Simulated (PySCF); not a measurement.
**ethylcyclopropane (CCC1CC1, C5H10)**

Geometry (Å), atoms numbered from 1 in this order:
```xyz
15

C    -1.7824   -0.6639    0.6286
C    -0.9445    0.3874   -0.0811
C     0.3697   -0.1523   -0.5736
C     1.5376   -0.2288    0.3611
C     1.5382    0.7611   -0.7665
H    -2.7272   -0.2494    0.9873
H    -2.0161   -1.4965   -0.0404
H    -1.2453   -1.0737    1.4879
H    -1.5075    0.8051   -0.9234
H    -0.7479    1.2242    0.5991
H     0.2838   -0.9690   -1.2852
H     2.2032   -1.0801    0.2949
H     1.3983    0.1531    1.3661
H     2.2035    0.5857   -1.6025
H     1.3988    1.8069   -0.5182
```

Computed with quadratic response CAM-B3LYP/def2-TZVPD first hyperpolarisability, Taylor convention, gas phase in PySCF 2.14.0. Geometry: PBE0-D3(BJ)/def2-TZVP.

Problem. Give the tensor of the static β(0;0,0) in the axes of these coordinates.

Solution. In au, Taylor convention; rows are the first index (the induced dipole):
```tsv
	xx	yy	zz	xy	xz	yz
x	+15.8	+0.9	-3.4	-3.6	-8.3	+3.7
y	-3.6	-3.4	+0.9	+0.9	+3.7	+1.2
z	-8.3	+1.2	-10.8	+3.7	-3.4	+0.9
```
Norm of βᵢ = ⅓ Σⱼ (βᵢⱼⱼ + βⱼᵢⱼ + βⱼⱼᵢ): 23.1 au, hyper-Rayleigh value 10.6 au.
